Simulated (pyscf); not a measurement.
Single points on ωB97X-D3(BJ)/def2-SVP structures (PySCF, gas phase). MP2 and CC: frozen core, UHF for open shells. ΔMP2 is the change of the MP2 total energy from the triple- to the quadruple-zeta basis.

Task: Estimate the classical barrier height and the reaction energy of `[ClH]` + `[Cl][GeH]` [singlet] → `[Cl][GeH2][Cl]` at CCSD(T)/def2-TZVPP + ΔMP2(QZVPP). The step runs on the singlet surface, breaks Cl–H and forms Cl–Ge, Ge–H; take the separated reactants as zero.

Result: ΔE‡ = 12.4 kcal/mol, ΔE = -44.3 kcal/mol. Zero-point energy shifts the barrier by +0.5 kcal/mol. It is an insertion, with an imaginary mode of 1164i cm⁻¹. On the reactant side the descent ends in a bound adduct (not fully relaxed), 8.0 kcal/mol under the separated species and 19.9 kcal/mol under the saddle at ωB97X-D3(BJ)/def2-TZVP. The same reactants have a lower exit, to Cl–Ge:–Cl [singlet] + H₂ (barrier +2.0 kcal/mol at ωB97M-D3(BJ), against +14.7 kcal/mol here). This is the saddle that the search found; another between the same sides may lie lower. The CCSD(T) − MP2 part came from Ansatz, without density fitting, on the same reference. The frozen core leaves the outer d or s,p core shells of the metals and heavy elements correlated in the MP2 and CC values, and def2-TZVPP describes them poorly, which can shift differences by a few kcal/mol. Elements up to Kr have no core potential and no relativistic terms here.
